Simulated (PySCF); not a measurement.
**Choosing a basis for TDDFT**

Species: CuH (singlet state).
SMILES with atom numbers: `[CuH:1]` (hydrogens: H2 on Cu1)

Structure used (PBE0-D3(BJ)/def2-SVP), in Å, numbered top down from 1:
```xyz
2
CuH angstrom
Cu     0.762   -0.082    0.006
H     -0.712   -0.006   -0.029
```

TDDFT with PBE0 (PySCF), vertical singlets, core orbitals frozen in the response, spherical d and f functions. Isolated species at its PBE0-D3(BJ)/def2-SVP geometry, gas phase.

```
      basis  functions  diffuse  S1 (eV)  S2 (eV)  S3 (eV)  S4 (eV)  S5 (eV)  LUMO (eV)  α (au)
   def2-SVP         36       no     3.30     3.30     3.31     3.49     3.49      -1.36    22.6
  def2-SVPD         42      yes     3.00     3.28     3.28     3.50     3.50      -1.82    32.7
  def2-TZVP         51       no     3.25     3.67     3.67     3.84     3.84      -1.84    24.0
 def2-TZVPD         57      yes     3.13     3.60     3.60     3.76     3.76      -1.98    32.0
aug-cc-pVDZ         68      yes     3.08     3.51     3.51     3.66     3.66      -1.96    33.0
aug-cc-pVTZ        116      yes     3.12     3.59     3.59     3.73     3.73      -1.94    33.1
```

Q: How much do these states and the polarisability depend on the basis?

A: States are compared by their number. Against the largest diffuse basis here (aug-cc-pVTZ, itself not a converged limit), sets without diffuse functions differ by up to 0.18 eV in S1 and 0.24 eV in S5; the smaller diffuse sets differ by up to 0.12 and 0.23 eV. S1 is led by HOMO-2/HOMO-1→LUMO (99%) in def2-SVP and by HOMO→LUMO (92%) in aug-cc-pVTZ. State by state, the largest deviation of a set without diffuse functions is S1 0.18, S2 0.29, S3 0.28, S4 0.24, S5 0.24 eV. The same number needn't mean the same state in each row. Against aug-cc-pVTZ the polarisability deviates by -32% in def2-SVP, -1% in def2-SVPD, -27% in def2-TZVP, -3% in def2-TZVPD, 0% in aug-cc-pVDZ.
